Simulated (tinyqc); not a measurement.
Worked calculation: UKS/LDA (VWN5) in the sto-6g basis, for LiH, spin multiplicity 3. Computed by tinyqc, a small Python program that keeps every step (integrals from PySCF). Settings: charge = 0, multiplicity = 3, basis = sto-6g, energy threshold = 1e-10, iteration cap = 70, orthogonalisation = symmetric, start = core, DIIS depth = 3, DIIS from iteration = 3, method = UKS, functional = lda,vwn, grid = [40, 14]. Command: `OMP_NUM_THREADS=1 python tinyqc.py 23434 23435 out.jsonl` (the two numbers bound the seeds that draw the settings). One thread of a shared host (Intel(R) Xeon(R) Processor @ 2.60GHz), about 2 s of CPU time with the checks.

Geometry (angstrom):
```
atom,x,y,z
Li,0.000000,0.000000,0.000000
H,0.000000,0.000000,1.365000
```

Stop when the energy changes by less than 1e-10 hartree and every element of the error matrix X^T (F D S - S D F) X (for each spin) is below 3e-06.

Course of the cycle:
```
iteration,E (hartree),change,largest element of the error matrix
1,-7.67594683,-,1.30e-01
2,-7.72024314,-4.43e-02,1.21e-02
3,-7.72057884,-3.36e-04,2.06e-03
4,-7.72058815,-9.31e-06,4.96e-04
5,-7.72058870,-5.48e-07,2.16e-06
6,-7.72058870,-9.30e-12,6.21e-09
```

Can the last value be used, and what does the course show?

Yes. Converged in 6 iterations. The coarse grid moves the energy by +6.20e-03 hartree. PySCF UKS in the same basis, fine grid, after a stability check = -7.72678390 hartree, which differs from a converged run on this coarse grid by the grid error.
